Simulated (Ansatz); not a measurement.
**CH₅ (doublet): from Hartree-Fock to the top rungs at distance C1–H5 along a hydrogen transfer = 1.372 Å, cc-pVDZ**

How much of the correlation energy of CH₅ (doublet) does each wave-function method recover here?

Program: Ansatz 0.2.0, Gaussian basis. Level of theory: cc-pVDZ, core rule «outside noble gas», up to 1 orbitals frozen. These are calculated values, not measurements.

The runs, in order: UHF; CCSD(T) on ROHF; CCSD(T) on UHF; BCCD(T) on ROHF; CISD; CCSDT(Q) on ROHF; CCSDT(Q) on UHF; CASSCF and MRCISD+Q, 3 electrons in 3 orbitals; CASSCF and NEVPT2, 3 electrons in 3 orbitals; CASSCF and MRCISD+Q, 9 electrons in 9 orbitals; CASSCF and NEVPT2, 9 electrons in 9 orbitals.

5 further runs of the same task are left out: 3 that didn't finish, 2 set aside as unsound or not needed.

## 1. What is computed

The geometry derives from fragments relaxed apart (PBE0/def2-TZVP) and kept rigid, so it is no stationary point. A hydrogen atom is moved between rigid fragments.

6 atoms, charge 0, spin multiplicity 2.

Atoms are counted from 1 here; the program's logs count them from 0.

Bond lengths: C1–H2 1.090 Å, C1–H3 1.090 Å, C1–H4 1.090 Å. Angles: H2–C1–H3 109.5°, H2–C1–H4 109.5°, H3–C1–H4 109.5°.

## 2. UHF

Contents of in.yaml:

```yaml
crystal:
  periodic: [false, false, false]
  atoms:
    - {symbol: C, position_ang: [-0.154373, 0.000000, 0.000000]}
    - {symbol: H, position_ang: [-0.517579, 1.027301, 0.000000]}
    - {symbol: H, position_ang: [-0.517579, -0.513650, 0.889668]}
    - {symbol: H, position_ang: [-0.517579, -0.513650, -0.889669]}
    - {symbol: H, position_ang: [1.217627, 0.000000, 0.000000]}
    - {symbol: H, position_ang: [2.174627, 0.000000, 0.000000]}
basis:
  gaussian: {orbitals: cc-pVDZ}
magnetization: {spin_polarized: true, initial_magnetization: 1}
hamiltonian: {xc: hf}
output: {orbitals: {seedname: orbitals}}
```

Command:

```
> ansatz run in.yaml --threads 1 --pin off --events-out ev --progress --plain --max-ram 2393MiB
```

The runs that follow: CCSD(T) on ROHF; CCSD(T) on UHF; BCCD(T) on ROHF; CISD; CCSDT(Q) on ROHF; CCSDT(Q) on UHF; CASSCF and MRCISD+Q, 3 electrons in 3 orbitals; CASSCF and NEVPT2, 3 electrons in 3 orbitals; CASSCF and MRCISD+Q, 9 electrons in 9 orbitals; CASSCF and NEVPT2, 9 electrons in 9 orbitals.

Before running them: what should the planned runs give, taken together? Wanted: UCCSDT(Q) below the RHF energy; RMP2 from UCCSDT(Q); UMP2 from UCCSDT(Q); RCCSD from UCCSDT(Q); RCCSD(T) from UCCSDT(Q); UCCSD(T) from UCCSDT(Q); RCCSDT(Q) from UCCSDT(Q); NEVPT2 pair from UCCSDT(Q); NEVPT2 valence from UCCSDT(Q).

**Answer**, as computed:

| quantity | value |
| --- | --- |
| UCCSDT(Q) below the RHF energy | -5.8123 eV |
| RMP2 from UCCSDT(Q) | +883.7 meV |
| UMP2 from UCCSDT(Q) | +954.9 meV |
| RCCSD from UCCSDT(Q) | +144.8 meV |
| RCCSD(T) from UCCSDT(Q) | +19.8 meV |
| UCCSD(T) from UCCSDT(Q) | +21.0 meV |
| RCCSDT(Q) from UCCSDT(Q) | +0.3 meV |
| NEVPT2 pair from UCCSDT(Q) | +834.3 meV |
| NEVPT2 valence from UCCSDT(Q) | +799.7 meV |
| MRCISD+Q valence from UCCSDT(Q) | +4.9 meV |
| levels within 1 kcal/mol (43 meV) | RCCSD(T), UCCSD(T), BCCD(T), RCCSDT, UCCSDT, RCCSDT(Q), MRCISD+Q valence |
| T1 diagnostic | 0.020 |
| effectively unpaired electrons | 1.02 |

What this shows: RCCSD(T) misses by +19.8 meV, 0.3 % of the correlation energy. One determinant dominates. Of the multireference levels listed MRCISD+Q valence comes nearest in total energy (+4.9 meV), which doesn't show that its space is the better one. These misses are within one basis, not against nature; the frozen cores of restricted and unrestricted runs differ, which can shift their rows.
